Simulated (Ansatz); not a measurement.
The same path of CH5B + ClH (9 atoms, charge 0, multiplicity 1) was run twice with different band settings. Lost on the way: B1–C2, Cl8–H9. Made: B1–Cl8, C2–H9.

All numbers below come from RKS B3LYP-D4/6-31G* (Ansatz).

Relaxed end points:

```xyz
9
Properties=species:S:1:pos:R:3
B 0.022 0.147 0.278
C 0.058 0.374 1.829
H -0.875 0.137 2.353
H 0.903 -0.101 2.342
H 0.206 1.462 1.955
H 1.038 0.018 -0.342
H -1.001 0.261 -0.333
Cl -0.315 -2.742 0.399
H -0.471 -2.743 1.680
```

```xyz
9
Properties=species:S:1:pos:R:3
B -0.075 -0.624 -0.735
C -0.013 -0.012 2.622
H -0.889 0.285 3.204
H 0.877 0.007 3.256
H 0.122 0.688 1.791
H 1.030 -0.185 -0.755
H -1.056 0.047 -0.745
Cl -0.268 -2.367 -0.716
H -0.161 -1.025 2.237
```

Common settings: movable images 5; climbing image yes; spring 5.0 eV/Å²; optimiser quadratic models (default); start path through a guess of the saddle point; iteration limit 60; end points relaxed.

| run | force threshold |
| --- | --- |
| 1 | 0.05 eV/Å |
| 2 | 0.5 eV/Å |

Problem. What does each run give, and how far can it be trusted?

Solution. Run 1: converged after 15 iterations, highest image 0.726 eV above the first end. A vibrational analysis at the climbing image gives one clearly imaginary mode, 984i cm⁻¹: a first-order saddle point.
Run 2: converged after 12 iterations, highest image 0.751 eV above the first end. The threshold of 0.5 eV/Å is loose, so the images may lie well off the minimum-energy path. The order of the point at the top wasn't checked.
The orbitals stay closed-shell, which can raise the energy where a bond breaks towards radicals; this wasn't checked here.
